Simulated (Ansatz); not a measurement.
## C2H6N2O, SMILES NC(N)=CO: a ladder of methods at one geometry, step by step

With Ansatz 0.2.0, Python API.

The cells in order, each with its output:

```python
from pathlib import Path

import ansatz as az
import numpy as np
```

```python
SETTINGS = {
    'basis_set': 'def2-SVP',
}
```

```python
geometry_ang = [
    ('N', (-1.1516, 0.2639, 0.8072)),
    ('C', (-0.0152, -0.1804, 0.3232)),
    ('N', (0.8523, -0.6646, 1.2101)),
    ('C', (0.3219, -0.1481, -0.9975)),
    ('O', (-0.6253, 0.3567, -1.9328)),
    ('H', (-1.0804, 0.9177, 1.6048)),
    ('H', (-1.6702, 0.7962, 0.051)),
    ('H', (0.7564, -0.332, 2.1637)),
    ('H', (1.8584, -0.5979, 0.9744)),
    ('H', (1.1602, -0.5433, -1.4088)),
    ('H', (-0.341, 0.0748, -2.7746)),
]
c2h6n2o = az.Crystal.molecule()
for symbol, xyz in geometry_ang:
    c2h6n2o = c2h6n2o.atom(symbol, xyz)
```

```python
job = c2h6n2o.calculation().basis(gaussian=SETTINGS['basis_set'])
```

```python
print('functional    E (Ha)        dipole (D)   HOMO (eV)  LUMO (eV)')
for name in ['lc_wpbe', 'blyp', 'lda', 'b3lyp', 'r2scan0']:
    rep = job.functional(name).forces().orbitals().run(threads=1, backend='cpu', runs_dir='runs').report
    lines = Path(rep['orbitals_path']).read_text().splitlines()
    field_of = lambda key: [line.split('=')[1].strip() for line in lines if line.startswith(key)]
    orbitals = [(27.211386 * float(e), s, float(n)) for e, s, n in zip(field_of('Ene='), field_of('Spin='), field_of('Occup='))]
    homo = max(e for e, _, n in orbitals if n > 0.5)
    lumo = min(e for e, _, n in orbitals if n < 0.5)
    dipole = 4.803205 * np.linalg.norm(rep['charge_distribution']['dipole_moment_e_ang'])
    print(f'{name:10s} {rep["free_energy_ev"] / 27.211386246:14.6f} {dipole:9.3f} {homo:11.3f} {lumo:10.3f}')
```

    functional    E (Ha)        dipole (D)   HOMO (eV)  LUMO (eV)
    lc_wpbe       -264.139410     2.414      -6.822      3.664
    blyp          -264.201536     2.129      -2.768      0.471
    lda           -262.141519     2.235      -3.039      0.368
    b3lyp         -264.295989     2.271      -3.949      1.014
    r2scan0       -264.115215     2.393      -4.359      1.770

Reading the output:
- Total energies depend on the basis set; only differences at equal settings carry meaning.
- The geometry is a force-field or estimated start, not a minimum of this method, and the basis set is short of its limit. A lower total doesn't mark the better method: functionals have no common bound, and MP2 and coupled cluster aren't variational.
- b3lyp holds the VWN-RPA fit, as in Gaussian; the form of ORCA and Turbomole is b3lyp5.
- Levels such as HOMO and LUMO are orbital energies: with these approximate functionals they aren't the ionisation energy and electron affinity, and their gap isn't the fundamental gap.
- The whole script took 20 s on 1 thread of Arm Neoverse V1, on a shared host, peak memory 0.28 GiB.
